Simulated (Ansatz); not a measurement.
# HS radical: up Jacob's ladder to CCSD(T)

The task here is to estimate one member of a computed series from the others.

Computed with Ansatz 0.2.0, Gaussian basis. Level: functionals in def2-TZVPP, the program's frozen cores in correlated methods.

Plan: LDA (SPW92), PBE-D4, revPBE-D4, BLYP-D4, r2SCAN-D4, B97M-V, PBE0-D4, B3LYP-D4, r2SCANh-D4, r2SCAN0-D4, HSE06-D4, BHLYP-D4, CAM-B3LYP-D4, LC-ωPBE, ωB97X-V, ωB97M-V, B2PLYP, PBE-QIDH; CCSD(T)/def2-SVP; CCSD(T)/def2-TZVPP; CCSD(T)/def2-QZVPP; extrapolation to the limit; RPA on PBE.

**The relaxed structure**

An earlier PBE0-D4 in a triple-zeta def2 set relaxation fixed the geometry.

SMILES `[SH]`, 2 atoms, charge 0, spin multiplicity 2.

Atoms are counted from 1 here; the program's logs count them from 0.

Bond lengths: S1–H2 1.346 Å.

Geometry (Å):

```
atom    x (Å)    y (Å)    z (Å)
  S1   0.5746  -0.1878   0.2955
  H2  -0.5746   0.1878  -0.2955
```

The first run:

The input, in.yaml:

```yaml
crystal:
  periodic: [false, false, false]
  atoms:
    - {symbol: S, position_ang: [0.574563, -0.187812, 0.295460]}
    - {symbol: H, position_ang: [-0.574563, 0.187812, -0.295460]}
basis:
  gaussian: {orbitals: def2-TZVPP}
magnetization: {spin_polarized: true, initial_magnetization: 1}
hamiltonian: {xc: lda}
output: {orbitals: {seedname: orbitals}}
```

The run is started by

```bash
> ansatz run in.yaml --threads 2 --pin off --events-out ev --progress --plain --max-ram 32768MiB --backend cpu
```

Among the steps run: LDA; PBE-D4 (GGA); revPBE-D4 (GGA); BLYP-D4 (GGA); r2SCAN-D4 (meta-GGA); B97M-V (meta-GGA); B3LYP-D4 (hybrid); r2SCANh-D4 (hybrid); r2SCAN0-D4 (hybrid); HSE06-D4 (hybrid); BHLYP-D4 (hybrid); CAM-B3LYP-D4 (range-separated); LC-ωPBE (range-separated); ωB97X-V (range-separated); ωB97M-V (range-separated); B2PLYP (double hybrid); PBE-QIDH (double hybrid).

One table of the session follows, with a row left open; its other results are not shown here.

It belongs to the step «Orbital energies across the functionals». 

| functional | HOMO (eV) | LUMO (eV) | gap (eV) |
| --- | --- | --- | --- |
| LDA (SPW92) | -6.20 | -6.22 | -0.01 |
| PBE-D4 | -6.13 | -5.70 | 0.43 |
| revPBE-D4 | -6.09 | -5.58 | 0.52 |
| BLYP-D4 | -5.99 | -5.70 | 0.29 |
| r2SCAN-D4 | -6.41 | -5.20 | 1.21 |
| B97M-V | -6.43 | -5.46 | 0.97 |
| PBE0-D4 | -7.41 | -4.43 | 2.99 |
| B3LYP-D4 | -7.18 | -4.88 | 2.30 |
| r2SCANh-D4 | -6.88 | -4.75 | 2.13 |
| r2SCAN0-D4 | -7.59 | -4.08 | 3.51 |
| HSE06-D4 | ? | ? | ? |
| BHLYP-D4 | -8.56 | -3.26 | 5.31 |
| CAM-B3LYP-D4 | -8.81 | -3.31 | 5.50 |
| LC-ωPBE | -10.28 | -1.73 | 8.55 |
| ωB97X-V | -9.87 | -2.27 | 7.60 |
| ωB97M-V | -9.64 | -2.38 | 7.27 |

**Question.** Estimate the row for HSE06-D4.

**Answer.** HOMO (eV): -7.01; LUMO (eV): -4.82; gap (eV): 2.18. In the column «HOMO (eV)» it lies between B3LYP-D4 (-7.18) and r2SCANh-D4 (-6.88).

To keep in mind: A negative gap means that an empty level lies below a filled one: whole occupations of an open shell aren't an aufbau state there.
